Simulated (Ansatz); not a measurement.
Frontier orbitals of H2O2Si, SMILES `O[Si]O`.

Cartesian coordinates in Å:
```
O 0.0267 -1.3632 -0.5763
Si -0.7976 0.0568 -0.5872
O 0.1262 0.9146 0.4971
H 0.8020 -1.4229 -0.0071
H -0.1574 1.8147 0.6735
```

Charge 0, multiplicity 1. Geometry: relaxed with PBE0-D4/def2-TZVP. It is one conformer, not always the lowest. Basis def2-TZVPP, Ansatz 0.2.0.

```json
{"functional": "PBE", "HOMO (eV)": "-5.95", "LUMO (eV)": "-1.91", "gap (eV)": "4.04"}
{"functional": "BLYP", "HOMO (eV)": "-5.85", "LUMO (eV)": "-1.79", "gap (eV)": "4.06"}
{"functional": "PBE0", "HOMO (eV)": "-7.10", "LUMO (eV)": "-1.09", "gap (eV)": "6.01"}
{"functional": "r2SCANh", "HOMO (eV)": "-6.58", "LUMO (eV)": "-1.48", "gap (eV)": "5.10"}
{"functional": "r2SCAN0", "HOMO (eV)": "-7.22", "LUMO (eV)": "-1.02", "gap (eV)": "6.20"}
{"functional": "ωB97M-V", "HOMO (eV)": "-9.26", "LUMO (eV)": "0.92", "gap (eV)": "10.18"}
{"functional": "HF", "HOMO (eV)": "-9.69", "LUMO (eV)": "1.95", "gap (eV)": "11.64"}
```

What is the vertical ionisation energy at frozen-core CCSD(T)/CBS(def2)? (Best estimate.)

Computed: 9.80 eV (T1 of the cation 0.021).

Against PBE, PBE0 changes HOMO and LUMO by −1.15 and +0.82 eV, ωB97M-V by −3.32 and +2.83 eV. A gap of 4.04 eV thus becomes 10.18 eV for the same molecule, so an orbital gap means little without its functional. A positive LUMO is unbound and depends on the basis. −ε(HOMO) differs from that ionisation energy by −3.85 eV with PBE and −0.54 eV with ωB97M-V.
